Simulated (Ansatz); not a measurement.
# How methods differ on AlH3O (AlH2(OH))

AlH3O: 5 atoms, total charge 0, spin state singlet. As SMILES, `[H][Al]([H])[OH]`. The shape comes from GFN2-xTB, which is rough for such elements, and wasn't checked as a minimum.

```xyz
5

Al    0.2718    0.4511   -0.1093
H     1.7990    0.4172   -0.2214
H    -0.4810    1.7690   -0.3118
O    -0.5554   -0.9200    0.2267
H    -1.0343   -1.7173    0.4158
```

Quantity: the energy change with the Al1–H2 bond stretched from 1.532 to 3.829 Å, in eV. The values are calculated.

| level | kind | program | value (eV) |
| --- | --- | --- | --- |
| HF/STO-3G (restricted) | Hartree–Fock | Ansatz | 9.77 |
| BLYP/STO-3G (restricted) | GGA | Ansatz | 6.25 |
| r2SCAN/STO-3G (restricted) | meta-GGA | Ansatz | 6.82 |
| B3LYP/STO-3G (restricted) | global hybrid | Ansatz | 7.06 |
| wB97X/STO-3G (restricted) | range-separated hybrid | Ansatz | 8.31 |
| RPA@PBE/STO-3G (restricted) | RPA | Ansatz | 5.61 |
| MP2/STO-3G (restricted) | perturbation theory | Ansatz | 6.60 |
| BCCD(T)/STO-3G (restricted) | coupled cluster or CI | Ansatz | 5.02 |
| CCSDT/STO-3G (restricted) | coupled cluster or CI | Ansatz | 5.12 |
| CCSDTQ/STO-3G (restricted) | coupled cluster or CI | Ansatz | 5.10 |

The first shape isn't each level's own minimum. The values span 5.02 to 9.77 eV. The coupled-cluster rows rest on a doubtful reference here (large T1 or Brueckner and Hartree–Fock orbitals at odds), and rows may lie in different states. All rows use very small basis sets, so even the best lies far from the true value.
